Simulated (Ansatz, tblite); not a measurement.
# The cluster KI2−: one state, many levels

The task here is to estimate one member of a computed series from the others.

Method: as each input shows; program: Ansatz 0.2.0, Gaussian basis.

Plan: GFN1-xTB, GFN2-xTB, PBE-D4/def2-TZVPD, r2SCAN-D4/def2-TZVPD, ωB97X-V/def2-TZVPD, CAM-B3LYP-D4/def2-TZVPD, HF/def2-TZVPD, r2SCAN0-D4/def2-TZVPD, LC-ωPBE/def2-TZVPD, PBE-D4/def2-SVPD, PBE0-D4/def2-SVPD, CCSD(T)/def2-TZVPPD, MP2/def2-TZVPD, RPA/def2-TZVPD.

3 further runs of the same task are left out: 1 that didn't finish, 2 set aside as unsound or not needed. Runs told in other sessions of the task aren't counted.

### The structure

The singlet was relaxed beforehand with PBE0-D4/def2-TZVPD. At that level it is the lowest of the isomers that a small search found.

3 atoms, charge -1, spin multiplicity 1.

Bond lengths: K1–I2 3.262 Å, K1–I3 3.257 Å. Angles: I2–K1–I3 179.6°.

I takes a core potential in the def2 sets. No spin-orbit coupling is included. The ion is computed in the gas phase, without counter-ions or solvent.

PBE0-D4/def2-TZVPD was run before; its log isn't repeated, and its numbers join the tables.

Set-up of the first run:

Tight binding, by tblite at 300 K electronic temperature and without a spin-polarisation term:

```python
tblite.interface.Calculator('GFN1-xTB', numbers, positions, charge=-1, uhf=0).singlepoint()
```

Tight binding, by tblite at 300 K electronic temperature and without a spin-polarisation term:

```python
tblite.interface.Calculator('GFN2-xTB', numbers, positions, charge=-1, uhf=0).singlepoint()
```

start.molden holds the orbitals of an earlier run on this state, given as this run's starting guess.

in.yaml reads:

```yaml
crystal:
  periodic: [false, false, false]
  atoms:
    - {symbol: K, position_ang: [0.003481, 0.005158, -0.002935]}
    - {symbol: I, position_ang: [-0.627779, -2.019178, -2.481037]}
    - {symbol: I, position_ang: [0.624298, 2.014021, 2.483971]}
basis:
  gaussian: {orbitals: def2-TZVPD, initial_orbitals: start.molden}
total_charge: -1
hamiltonian: {xc: pbe, dispersion: d4}
scf: {omitted_lower_state_checks: [starts]}
output: {orbitals: {seedname: orbitals}}
```

Started as:

```console
$ ansatz run in.yaml --threads 4 --pin off --events-out ev --progress --plain --max-ram 3916MiB
```

Among the steps run: PBE-D4/def2-TZVPD; r2SCAN-D4/def2-TZVPD; ωB97X-V/def2-TZVPD; CAM-B3LYP-D4/def2-TZVPD; HF/def2-TZVPD; r2SCAN0-D4/def2-TZVPD; LC-ωPBE/def2-TZVPD; PBE-D4/def2-SVPD; PBE0-D4/def2-SVPD; CCSD(T)/def2-TZVPPD; MP2/def2-TZVPD; RPA/def2-TZVPD.

One table of the session follows, with a row left open; its other results are not shown here.

```
                  level  HOMO (eV)  LUMO (eV)  gap (eV)
          HF/def2-TZVPD      -5.16       3.05      8.21
       PBE-D4/def2-SVPD      -1.74       1.63      3.37
      PBE-D4/def2-TZVPD      -1.75       1.67      3.42
   r2SCAN-D4/def2-TZVPD      -1.98       2.19      4.17
      PBE0-D4/def2-SVPD      -2.78       2.05      4.83
     PBE0-D4/def2-TZVPD      -2.79       2.11      4.89
  r2SCAN0-D4/def2-TZVPD          ?          ?         ?
CAM-B3LYP-D4/def2-TZVPD      -4.00       2.48      6.48
     LC-ωPBE/def2-TZVPD      -5.29       3.02      8.30
     ωB97X-V/def2-TZVPD      -4.98       3.03      8.01
```

Q: Estimate the row for r2SCAN0-D4/def2-TZVPD from the others.

**Answer.** HOMO (eV): -2.96; LUMO (eV): 2.39; gap (eV): 5.35. In the column «HOMO (eV)» it lies between CAM-B3LYP-D4/def2-TZVPD (-4.00) and PBE0-D4/def2-TZVPD (-2.79).
